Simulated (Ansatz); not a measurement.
# LiC− (triplet): from Hartree-Fock to the top rungs, 6-31++G**

How much of the correlation energy of LiC− (triplet) does each wave-function method recover here?

The runs use Ansatz 0.2.0, Gaussian basis; 6-31++G**, core rule «outside noble gas», up to 2 orbitals frozen.

To be run: UHF; CCSD(T) on ROHF; CCSD(T) on UHF; BCCD(T) on ROHF; CISD; CCSDT(Q) on ROHF; CCSDT(Q) on UHF; Full CI.

24 further runs of the same task are left out: 10 for a known fault of the program, 2 that didn't finish, 12 set aside as unsound or not needed.

## (1) The system

The geometry is a PBE0/def2-TZVPD stationary point (not a proven minimum).

2 atoms, charge -1, spin multiplicity 3.

Atoms are counted from 1 here; the program's logs count them from 0.

Bond lengths: C1–Li2 2.011 Å.

## (2) UHF

in.yaml

```yaml
crystal:
  periodic: [false, false, false]
  atoms:
    - {symbol: C, position_ang: [0.000000, 0.000000, 0.000000]}
    - {symbol: Li, position_ang: [0.000000, 0.000000, 2.011200]}
basis:
  gaussian: {orbitals: "6-31++G**"}
total_charge: -1
magnetization: {spin_polarized: true, initial_magnetization: 2}
hamiltonian: {xc: hf}
output: {orbitals: {seedname: orbitals}}
```

Started as:

```bash
$ ansatz run in.yaml --threads 1 --pin off --events-out ev --progress --plain --max-ram 2393MiB
```

After this run come: CCSD(T) on ROHF; CCSD(T) on UHF; BCCD(T) on ROHF; CISD; CCSDT(Q) on ROHF; CCSDT(Q) on UHF; Full CI.

Q: Predict the results of all the runs planned. Wanted: FCI below the RHF energy; RMP2 from FCI; UMP2 from FCI; RCCSD from FCI; RCCSD(T) from FCI; UCCSD(T) from FCI; RCCSDT(Q) from FCI; UCCSDT(Q) from FCI; T1 diagnostic.

As calculated:

```
                         quantity                                                              value
         FCI below the RHF energy                                                         -4.7328 eV
                    RMP2 from FCI                                                        +1708.9 meV
                    UMP2 from FCI                                                         +533.7 meV
                   RCCSD from FCI                                                         +116.7 meV
                RCCSD(T) from FCI                                                          +32.0 meV
                UCCSD(T) from FCI                                                          +17.9 meV
               RCCSDT(Q) from FCI                                                           -6.6 meV
               UCCSDT(Q) from FCI                                                           -4.2 meV
levels within 1 kcal/mol (43 meV)  RCCSD(T), UCCSD(T), BCCD(T), RCCSDT, UCCSDT, RCCSDT(Q), UCCSDT(Q)
                    T1 diagnostic                                                              0.359
   effectively unpaired electrons                                                               3.81
```

**Reading.** RCCSD(T) lands +32.0 meV from the yardstick (0.7 % of the correlation energy). RCCSDT(Q), UCCSDT(Q) fall below full CI: unrestricted runs freeze a spin-polarised core, another one than full CI's, and coupled cluster isn't variational. With 3.8 effectively unpaired electrons against 2 the state is strongly multireference. Coupled cluster on one determinant still stays close here. Coupled cluster took another determinant than the lowest Hartree-Fock one. These misses are within one basis, not against nature; the frozen cores of restricted and unrestricted runs differ, which can shift their rows.
